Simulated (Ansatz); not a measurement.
Species, as SMILES: [O]O (O-OH), doublet.
Atoms: O1, O2, H3. Bonds: O1-O2, O2-H3.

Basis-set convergence of the highest harmonic wavenumber at PBE with Ansatz (a quantum-chemistry and plane-wave program). Each level at its own minimum, finite differences of forces, unscaled; the reference is a large set that could be run, not a limit. Cartesian d functions, on some or all atoms, in 6-31G*, 6-31+G*; all else is spherical. Open shells are unrestricted. No added dispersion term, no relativity. Reference: the value in def2-QZVPPD, 3434 cm⁻¹, itself unsure by roughly 2 cm⁻¹ (its mean distance from pcseg-3, def2-QZVPP, cc-pVQZ). Deviations are taken from unrounded values.

| basis | functions | highest harmonic wavenumber (cm⁻¹) |
|---|---|---|
| 6-31G* | 32 | 3340 |
| 6-31+G* | 40 | 3365 |
| cc-pVDZ | 33 | 3353 |
| aug-cc-pVDZ | 55 | 3412 |
| def2-SVP | 33 | 3379 |
| def2-SVPD | 54 | 3425 |
| pcseg-1 | 33 | 3390 |
| aug-pcseg-1 | 55 | 3393 |
| 6-311G** | 42 | 3437 |
| 6-311+G** | 50 | 3431 |
| def2-TZVP | 68 | 3407 |
| def2-TZVPD | 89 | 3413 |
| cc-pVTZ | 74 | 3436 |
| aug-cc-pVTZ | 115 | 3426 |
| pcseg-2 | 74 | 3437 |
| aug-pcseg-2 | 115 | 3434 |
| def2-TZVPP | 76 | 3436 |
| def2-TZVPPD | 97 | 3437 |
| def2-QZVPP | 144 | 3439 |
| def2-QZVPPD | 165 | 3434 |

What the diffuse functions change, pair by pair:
- 6-31G* to 6-31+G*: 8 more functions, deviation -94 to -68 cm⁻¹
- cc-pVDZ to aug-cc-pVDZ: 22 more functions, deviation -81 to -21 cm⁻¹
- def2-SVP to def2-SVPD: 21 more functions, deviation -54 to -9 cm⁻¹
- pcseg-1 to aug-pcseg-1: 22 more functions, deviation -44 to -41 cm⁻¹
- 6-311G** to 6-311+G**: 8 more functions, deviation 3 to -2 cm⁻¹
- def2-TZVP to def2-TZVPD: 21 more functions, deviation -27 to -21 cm⁻¹
- cc-pVTZ to aug-cc-pVTZ: 41 more functions, deviation 2 to -7 cm⁻¹
- pcseg-2 to aug-pcseg-2: 41 more functions, deviation 3 to 1 cm⁻¹
- def2-TZVPP to def2-TZVPPD: 21 more functions, deviation 3 to 4 cm⁻¹
- def2-QZVPP to def2-QZVPPD: 21 more functions, deviation 5 to 0 cm⁻¹

Leaving out the reference's own pair, they bring the value nearer the reference by more than 2 cm⁻¹ in 5 of 9 pairs.
